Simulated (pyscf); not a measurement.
Single points on ωB97X-D3(BJ)/def2-SVP structures (PySCF, gas phase). MP2 and CC: frozen core, UHF for open shells. ΔMP2 is the change of the MP2 total energy from the triple- to the quadruple-zeta basis.

**Question.** For F–BH–F (SMILES FBF) + H₂C=CH₂ (SMILES C=C) -> H₃C–CH₂–B(F)–F (SMILES CCB(F)F), an addition across a multiple bond or ene-type step (singlet surface; B–H broken, B–C, C–H formed), PBE/def2-TZVP gives ΔE‡ = 17.9 kcal/mol and ΔE = -36.9 kcal/mol (zero: the separated reactants). In which direction and how far do B3LYP-D3(BJ)/def2-TZVP, ωB97M-D3(BJ)/def2-TZVP, CCSD(T)/def2-TZVPP + ΔMP2(QZVPP) move these?

**Answer.** B3LYP-D3(BJ): ΔE‡ = 25.1 kcal/mol, ΔE = -34.9 kcal/mol; ωB97M-D3(BJ): ΔE‡ = 23.3 kcal/mol, ΔE = -37.2 kcal/mol; CCSD(T): ΔE‡ = 26.3 kcal/mol, ΔE = -35.8 kcal/mol. PBE's barrier lies under all of them, by 5.3 to 8.4 kcal/mol. Its reaction energy lies among theirs. Low barriers are usual for a GGA, whose delocalisation error favours stretched bonds. At the saddle there is also a short B–C contact that neither side keeps. This is the saddle that the search found; another between the same sides may lie lower. The CCSD(T) − MP2 part came from Ansatz, without density fitting, on the same reference.
